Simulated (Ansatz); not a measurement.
Total energies of `S[Si]S`.

| atom | x (Å) | y (Å) | z (Å) |
| --- | --- | --- | --- |
| S1 | -1.063 | -0.069 | -0.768 |
| Si2 | 0.847 | 0.797 | -0.344 |
| S3 | 1.294 | -0.309 | 1.439 |
| H4 | -1.273 | 0.662 | -1.877 |
| H5 | 0.197 | -1.082 | 1.550 |

The species carries charge 0 and has multiplicity 1. All single points use the PBE0-D4/def2-TZVP geometry. It is one conformer, not always the lowest. Basis def2-TZVPP, the Gaussian-basis code of Ansatz.

RPA on PBE orbitals: Hartree–Fock energy of these orbitals -1085.18127 Eh, correlation -0.79889 Eh (frozen core).

```
functional                                       kind  energy without D4 (Eh)  D4 term (kJ/mol)
       PBE                                        GGA             -1086.65950             -14.6
      BLYP                                        GGA             -1087.14469             -32.0
    r2SCAN                                   meta-GGA             -1087.06449              -3.0
    B97M-V                         meta-GGA with VV10             -1086.87087                 –
     B3LYP                        global hybrid, 20 %             -1087.20209             -24.3
   r2SCANh                      meta-GGA hybrid, 10 %             -1087.05815              -3.4
   r2SCAN0                      meta-GGA hybrid, 25 %             -1087.04951              -3.8
     BHLYP                        global hybrid, 50 %             -1087.13899             -21.6
   ωB97X-V       range-separated hybrid GGA with VV10             -1086.97306                 –
   ωB97M-V  range-separated hybrid meta-GGA with VV10             -1087.08461                 –
```

**Question.** Give the same for LDA (SPW92), revPBE, PBE0, HSE06 (plane-wave form), CAM-B3LYP, LC-ωPBE, B2PLYP, PBE-QIDH. (An estimate is asked.)

**Answer.** The calculation gave: 
| functional | kind | energy without D4 (Eh) | D4 term (kJ/mol) |
| --- | --- | --- | --- |
| LDA (SPW92) | LDA | -1083.24396 | – |
| revPBE | GGA | -1086.94594 | -38.3 |
| PBE0 | global hybrid, 25 % exact exchange | -1086.74708 | -12.3 |
| HSE06 (plane-wave form) | screened hybrid | -1086.72610 | -11.7 |
| CAM-B3LYP | range-separated hybrid | -1087.16815 | -12.8 |
| LC-ωPBE | long-range corrected hybrid | -1086.81264 | – |
| B2PLYP | double hybrid | -1086.77146 | – |
| PBE-QIDH | double hybrid | -1086.48512 | – |

B3LYP takes the VWN-RPA correlation (the form of Gaussian; ORCA's B3LYP/G). HSE06 is the plane-wave form, built on full-range PBE exchange. The double hybrids freeze the cores in their second-order part.

LC-ωPBE has ω = 0.4 bohr⁻¹.
